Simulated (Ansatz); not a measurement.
CH5OSi (`CO[SiH2]`) radical. Total charge 0; spin multiplicity 2.

```xyz
8

C     0.1560    0.9644   -0.6560
O     0.6836   -0.0107    0.2133
Si   -0.0558   -1.4432    0.5404
H     0.6825    1.9027   -0.4745
H    -0.9143    1.1251   -0.4821
H     0.3022    0.6788   -1.7026
H     0.6514   -2.0077    1.7220
H    -1.5056   -1.2095    0.8395
```

List the harmonic frequencies (cm⁻¹, unscaled) at PBE0-D4/def2-TZVP in Ansatz. (Estimate.)

Computed: 83, 162, 227, 712, 751, 793, 905, 1152, 1180, 1212, 1479, 1492, 1497, 2140, 2209, 3019, 3084, 3125.

Is this a minimum?

Yes, all 18 modes are real.

Give the ideal-gas thermochemistry at 298.15 K and 1 bar (rigid rotor, harmonic oscillator; point group C1, symmetry number 1).

Zero-point energy 150.9 kJ/mol; H(298) − E = 166.9 kJ/mol; entropy 301.3 J/(mol·K), of which translation 160.2, rotation 96.5, vibration 39.0, electronic 5.8; G(298) − E = 77.0 kJ/mol. Modes under 100 cm⁻¹ are hindered rotations or soft bends, so the harmonic entropy is rough.

Rotational constants (cm⁻¹)?

1.354, 0.1941, 0.1791.
